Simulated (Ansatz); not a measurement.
## Heat of formation of C3H4 (allene) from total energies

C3H4: 7 atoms, total charge 0, spin state singlet. SMILES: `C=C=C`. The coordinates come from a PBE0-D4/def2-TZVP relaxation.

Total energies at BLYP/def2-TZVP (Ansatz 0.2.0); the atoms run unrestricted:

| species | state | energy (Eh) |
| --- | --- | --- |
| C3H4 | singlet | -116.651025 |
| C | triplet | -37.846558 |
| H | doublet | -0.497552 |

Harmonic wavenumbers at PBE0-D4/def2-TZVP, in cm⁻¹: 376, 376, 870, 870, 885, 1010, 1010, 1120, 1414, 1477, 2071, 3146, 3150, 3227, 3227.

Measured heats of formation of the gaseous atoms at 298.15 K, in kJ/mol: C 716.9, H 218.0. Take 1 Eh = 2625.50 kJ/mol, 1 cm⁻¹ = 0.0119627 kJ/mol, RT = 2.479 kJ/mol.

Problem. Work out the heat of formation of the gas at 298 K.

Solution. 
1. Electronic atomisation energy: 3 × (-37.846558) + 4 × (-0.497552) − (-116.651025) = 1.121143 Eh = 2943.6 kJ/mol.
2. Zero-point energy: half the sum of the wavenumbers, 12114.5 cm⁻¹ = 144.9 kJ/mol.
3. Thermal vibrational enthalpy, Σ hcν̃/(exp(hcν̃/kT) − 1): 2.5 kJ/mol. Translation, rotation and pV of a non-linear molecule: 4 RT = 9.9 kJ/mol.
4. The 7 free atoms carry 5/2 RT each: 43.4 kJ/mol.
5. Spin-orbit coupling lowers the free atoms by 3 × 0.02 = 0.1 kJ/mol.
6. Atomisation enthalpy at 298 K: 2943.6 − 0.1 − 144.9 − 2.5 − 9.9 + 43.4 = 2829.6 kJ/mol.
7. Sum of the atoms' heats of formation: 3022.7 kJ/mol. Heat of formation: 3022.7 − 2829.6 = +193.1 kJ/mol.

The tabulated value is +190.2 kJ/mol (Active Thermochemical Tables), so this level is off by +2.9 kJ/mol, or 0.1 % of the atomisation enthalpy that the table implies (2832.4 kJ/mol). Anharmonicity and any spin-orbit splitting of the molecule are left out.
